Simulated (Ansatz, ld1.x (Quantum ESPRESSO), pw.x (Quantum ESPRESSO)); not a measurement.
# Pb: does the TM potential hold in the solid?

* Element: lead
* Generator: ld1.x (Quantum ESPRESSO) 7.5
* Type: norm-conserving Troullier–Martins (Kleinman–Bylander form)
* Functional: LDA (PW92)
* Relativity: scalar-relativistic
* Frozen core: [Xe] 4f14 5d10
* Valence charge: 4
* Reference configuration: 6s2 6p2
* Partial waves: 6s (bound): rc 2.00 bohr; 6p (bound): rc 2.05 bohr; 6d channel at 0.25 Ry: rc 1.95 bohr
* Local potential: all-electron potential smoothed inside 1.90 bohr (lloc = -1)
* Core correction: a·sin(br)/r model core inside 1.70 bohr

Crystal test: diamond Pb in pw.x 7.5, no spin, 8³ k-points, Fermi–Dirac smearing 0.01 Ry, cutoffs 55/220 Ry. The reference is all-electron LAPW (Ansatz 0.2.0) with the same functional, mesh and smearing; V0 and B0 come from Birch–Murnaghan fits to the pressures at five volumes. Errors are pseudo minus all-electron; Δ is the rms difference of the E(V) curves that follow from these fits, minima aligned, over ±6 % about the mean V0. Mesh and smearing are coarse, so the numbers serve the comparison and aren't converged zero-temperature values; the lattice is a test structure that the element need not adopt.

All-electron: a0 = 6.830 Å (V0 = 39.84 Å³/atom), B0 = 33.3 GPa.

**Question.** How far does the potential miss the all-electron equation of state?

**Answer.** mean pressure error (GPa): -10.86. The pressure does not cross zero within the volumes sampled, so no fit is given. This is a poor potential for the solid. The pseudo pressure rises with volume over the whole range, a mechanical instability. Note: ghost states, extra bound levels that the all-electron valence spectrum of the same l lacks: d at -34.2 eV, s at -31.5 eV. A true bound ghost makes a file unfit for plane-wave use. Atomic configuration tests: 1 of 9 tests not solved or not reliable. The logarithmic derivative shows an extra or strongly shifted pseudo pole above the reference energy (p near 1.09 Ry, d near 1.90 Ry).

```json
{"V (Å³/atom)": "37.853", "P all-electron (GPa)": "1.92", "P pseudo (GPa)": "-11.56"}
{"V (Å³/atom)": "38.849", "P all-electron (GPa)": "0.89", "P pseudo (GPa)": "-11.13"}
{"V (Å³/atom)": "39.845", "P all-electron (GPa)": "-0.01", "P pseudo (GPa)": "-10.73"}
{"V (Å³/atom)": "40.841", "P all-electron (GPa)": "-0.78", "P pseudo (GPa)": "-10.34"}
{"V (Å³/atom)": "41.837", "P all-electron (GPa)": "-1.45", "P pseudo (GPa)": "-9.98"}
```

**Question.** At the middle volume, how do free energy and pressure move when the wave cutoff is lowered (ecutrho kept at four times it)?

**Answer.**

```json
{"cutoff (Ry)": "25", "shift of F (meV/atom)": "+990.2", "shift of P (GPa)": "-19.09"}
{"cutoff (Ry)": "33", "shift of F (meV/atom)": "+71.5", "shift of P (GPa)": "-1.94"}
{"cutoff (Ry)": "44", "shift of F (meV/atom)": "+11.7", "shift of P (GPa)": "+0.10"}
```

The run at the middle volume (29 k-points, 45 iterations) took about 74 s on one core of a shared host (Neoverse-V2, 96 threads, 742 GiB, load 74).
